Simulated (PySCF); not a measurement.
Working with the constants of PO

PBE0 constants of PO, ²Π (doublet), unpaired electrons π ↑ (basis P aug-pcseg-1, O aug-pcseg-1; no relativity; PySCF 2.14; masses 30.9738 and 15.9949 u):

* ωe: 1242.4 cm⁻¹
* ωexe: 5.37 cm⁻¹
* Be: 0.71412 cm⁻¹
* αe: 0.00472 cm⁻¹
* D (centrifugal): 9.44e-07 cm⁻¹
* De to P + O: 5.65 eV

**Question.** Give the vibrational terms G(v) and spacings up to v = 6.

**Answer.** G(v) = ωe(v+½) − ωexe(v+½)².

| v | G(v) (cm⁻¹) | G(v) − G(v−1) | Bv (cm⁻¹) |
| --- | --- | --- | --- |
| 0 | 620 |  | 0.7118 |
| 1 | 1852 | 1232 | 0.7070 |
| 2 | 3072 | 1221 | 0.7023 |
| 3 | 4283 | 1210 | 0.6976 |
| 4 | 5482 | 1199 | 0.6929 |
| 5 | 6671 | 1189 | 0.6882 |
| 6 | 7849 | 1178 | 0.6834 |

**Question.** How well does the Morse estimate ωe²/(4ωexe) reproduce De, and what is D0?

**Answer.** It gives 8.91 eV, 158 % of the computed De. D0 = De − G(0) = 5.65 − 0.08 = 5.57 eV.

The state was picked by a PBE0 search and need not be the measured ground state.
